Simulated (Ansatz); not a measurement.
How far each method lies from RCCSDTQ for B–CH2, quartet

Geometry: that of the B–CH2, doublet, kept fixed. The doublet lies 2.4 eV lower here.

```yaml
atoms:
  - { symbol: B, position_ang: [0.0000, 0.0000, 0.8265] }
  - { symbol: C, position_ang: [0.0000, 0.0000, -0.5553] }
  - { symbol: H, position_ang: [0.0000, -0.9252, -1.1237] }
  - { symbol: H, position_ang: [0.0000, 0.9252, -1.1237] }
```

Basis cc-pVDZ; Ansatz 0.2.0. Only valence electrons are correlated (noble-gas cores frozen), which leaves 9 electrons in 36 orbitals. Prefix R: restricted or restricted open-shell reference; prefix U: unrestricted. Active spaces: valence = (9e, 10o) chosen from the atoms' valence shells.

Full CI isn't at hand for all of this; RCCSDTQ serves as the reference, and is uncertain by about the last step of the cluster series. The frozen core follows each run's orbitals, which can shift R against U totals by a few meV.

For open shells CISD is restricted-active-space CI with the open shells as a complete middle space.

```
UHF ⟨S²⟩                          : 3.754
T1 diagnostic (RCCSD)             : 0.0152
largest doubles amplitude (RCCSD) : 0.029
T1 diagnostic (UCCSD)             : 0.0140
```

```tsv
level	E − E(RHF) (eV)
UHF	-0.0578
RMP2	-4.1058
UMP2	-4.0974
RCCSD	-4.8056
UCCSD	-4.8069
RCCSD(T)	-4.9213
UCCSD(T)	-4.9220
```

(1) Estimate how far RCCSDTQ in cc-pVDZ lies from RCCSD(T). The table doesn't fix it; the size of (T) and the diagnostics are the guide.

(1) RCCSDTQ in cc-pVDZ lies 0.57 kcal/mol below RCCSD(T), which is 21 % of the (T) step (-2.67 kcal/mol). The diagnostics are small and one determinant leads, so the series closes fast and only a small part of (T) is left.

The other levels:

```csv
level,E − E(RCCSDTQ) (kcal/mol),share of correlation (%),wall time
CISD,7.90,93.07,2.4 s
BCCD(T),0.57,99.50,1.3 s
RCCSDT,0.13,99.88,–
UCCSDT,0.12,99.90,–
RCCSDT(Q),0.01,99.99,13 s
UCCSDT(Q),-0.01,100.01,9.5 s
CASSCF (valence space),69.18,39.34,–
NEVPT2 (valence space),17.06,85.04,3.4 s
MRCISD (valence space),3.28,97.12,–
MRCISD+Q (valence space),0.32,99.72,33 s (H100)
```

The correlation energy at RCCSDTQ, counted from RHF, is -4.946 eV. That run took 31 s on 2 threads of AMD EPYC 7R13 with a shared H100 80 GB, shared host.

Times hold each run's SCF and search for its determinant on a shared host, so for small cases they say little of a method's own cost; rows without a card ran on 1 thread of AMD EPYC 7R13.

Natural occupations of CASSCF (valence space) about the gap: 1.984 1.978 1.977 1.000 1.000 0.992 0.022 0.020 0.013 0.013; effectively unpaired electrons, Σ n²(2−n)², 3.01.
